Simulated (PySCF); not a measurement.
# C5H7N: the cost of one run

Programs: PySCF 2.14.0, with routines of our own; each step states its level. All values are computed. Atoms count from 0.

## 1. The system as given

13 atoms, charge 0, multiplicity 1; geometry from: GFN2-xTB.

## 2. Relaxing the molecule at PBE0-D3(BJ)/def2-SVP

What the job is given:

```
{"job": {"xc": "PBE0", "basis": "def2-SVP", "d3": "d3bj", "grid": 1, "kind": "geom"}, "charge": 0, "multiplicity": 1}
C      1.849401     0.958405    -0.298316
N      1.707420    -0.014213     0.742578
C      0.604398    -0.608379     0.938285
C     -0.614084    -0.429639     0.215851
C     -1.323350     0.167128    -0.711996
C     -2.042187    -0.881565     0.076807
H      1.451244     1.918097     0.041028
H      2.914020     1.078607    -0.497654
H      1.325205     0.683271    -1.218918
H      0.585940    -1.330972     1.748337
H     -1.429274     0.880662    -1.492184
H     -2.772751    -0.581079     0.819737
H     -2.260370    -1.839835    -0.381284
```

On the command line:

```bash
$ OMP_NUM_THREADS=1 python excited_run.py task.json out
```

The driver reads the jobs from task.json and runs them one after another.

Q: Estimate the wall time and peak memory of this first job on 1 thread of Arm Neoverse V1, shared host.

About 46 s, with a peak of 0.52 GiB.
